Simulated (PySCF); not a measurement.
Gas-phase reaction: 2 SiHF + 4 HF → 2 SiH3 + 3 F2

Computed with PySCF (xtb for GFN2) and rigid-rotor harmonic-oscillator thermochemistry at 1 bar. † marks an energy on the PBE0/def2-TZVP geometry and frequencies; other levels use their own. Open shells (unrestricted): SiH3 (multiplicity 2); the rest are closed-shell singlets. GFN2 has no spin-polarisation term. SiHF: computed as isolated molecules; such fragments, hydroxides, amides, oligomers or adducts are transient or little studied in the gas.

PBE0/def2-SVP† gives ΔH°(298 K) = 1588 kJ.

**Question.** What do GFN2-xTB, PBE/def2-SVP, BLYP/def2-TZVP† give?

**Answer.** GFN2-xTB: 1283 kJ; PBE/def2-SVP: 1493 kJ; BLYP/def2-TZVP†: 1644 kJ. For scale, ΔH°(298 K) is 1588 kJ at this level, 1754 kJ at ωB97M-V/def2-TZVP†, and runs from 1283 to 1847 kJ over the 20 levels computed.
